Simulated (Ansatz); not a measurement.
This geometry of C2H4ClFO (9 atoms, charge 0, multiplicity 1) is a first-order saddle point.

All numbers below come from Ansatz, RKS PBE-D4/cc-pVDZ.

```xyz
9
Properties=species:S:1:pos:R:3
C 0.207 -1.114 -0.540
O 0.787 0.097 -0.016
C -0.135 0.962 0.503
F -0.912 1.525 -0.495
Cl 0.770 2.271 1.344
H -0.901 -1.101 -0.487
H 0.504 -1.213 -1.603
H 0.599 -1.978 0.035
H -0.831 0.506 1.243
```

(1) Which two structures does it join? (They come from a converged band through this point; their orientation in space is the band's.)

(2) How far does it lie above each of them?

Answers

(1) No bond is made or broken. The dihedral H6–C1–O2–C3 goes from 64 to -58°. The two ends are copies of one structure, up to a mirror image or an exchange of like atoms.

First end point:

```xyz
9
Properties=species:S:1:pos:R:3
C 0.142 -0.993 -0.738
O 0.674 0.281 -0.336
C -0.069 0.861 0.655
F -1.306 1.262 0.186
Cl 0.833 2.309 1.231
H -0.869 -0.880 -1.181
H 0.842 -1.391 -1.494
H 0.090 -1.695 0.125
H -0.247 0.199 1.534
```

Last end point:

```xyz
9
Properties=species:S:1:pos:R:3
C 0.204 -1.173 -0.368
O 0.768 0.003 0.238
C -0.145 1.015 0.352
F -0.473 1.539 -0.885
Cl 0.606 2.310 1.351
H -0.672 -1.541 0.213
H -0.105 -0.975 -1.414
H 1.002 -1.936 -0.351
H -1.097 0.712 0.846
```

(2) 0.069 eV above the first and 0.069 eV above the second. This is the barrier of this one path; another mechanism may lie lower.

Time of the run: 37 s on 2 threads of Intel(R) Xeon(R) Platinum 8488C (Sapphire Rapids), on a shared host, peak memory 0.15 GiB.
